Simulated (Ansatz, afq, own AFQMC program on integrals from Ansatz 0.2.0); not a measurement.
Zr, triplet in def2-SVP, levels against full CI

A free Zr atom.

Basis def2-SVP with its core potentials. Noble-gas cores (and the filled d shells of Ga–Kr and In–Xe) are frozen. Ansatz 0.2.0 and our own AFQMC program on the same integrals; the CISD trial comes from CCSD amplitudes, and released means the phaseless constraint is let go. Error bars are statistical, one sigma. No spin–orbit coupling. The metal's outer-core s and p shells are frozen, which shifts wave-function levels against functionals.

Determinant: UHF, the one that the program's search chose, which needn't be the lowest solution.

Full CI on the same integrals is exact in this basis and with this determinant's frozen core.

Cautions: no spin-orbit coupling; outer-core shells of the metal frozen; the released energies are still falling, so no released level is given (meV from the phaseless value at times in 1/Eh: -1.8 ± 1.2 at 0.24, -4.0 ± 1.1 at 0.50, -7.0 ± 1.3 at 1.00, -8.9 ± 1.1 at 1.50).

The T1 diagnostic is 0.0232, the weight of the determinant in the CISD state is 0.917 and the ⟨S²⟩ of the determinant is 2.015. The size of the correlated space is 4 electrons in 27 orbitals.

```
  level  correlation energy (eV)
    MP2                  -0.9396
   CCSD                  -1.2818
CCSD(T)                  -1.3268
```

(1) Estimate where phaseless AFQMC with the Hartree–Fock trial lies against CCSD(T) on the same integrals.

(1) 10.8 ± 0.9 kJ/mol above CCSD(T).

Reference: full CI, correlation energy -1.356 eV.

```csv
level,E − E(reference) (kJ/mol),share of correlation (%)
CCSD(T),2.8,97.82
CCSDT,0.2,99.84
CCSDT(Q),0.1,99.94
ph-AFQMC/HF,13.6 ± 0.9,89.60
ph-AFQMC/CISD,2.1 ± 0.1,98.41
```

CCSDT and higher add their correlation energy to the determinant of the CCSD(T) run, since their own runs factorise the integrals more tightly (a shift of under 2 meV). A walk keeps the symmetry of its determinant, which the program's search chose and which needn't be the lowest solution, so a lower state of the same spin and another symmetry isn't excluded.
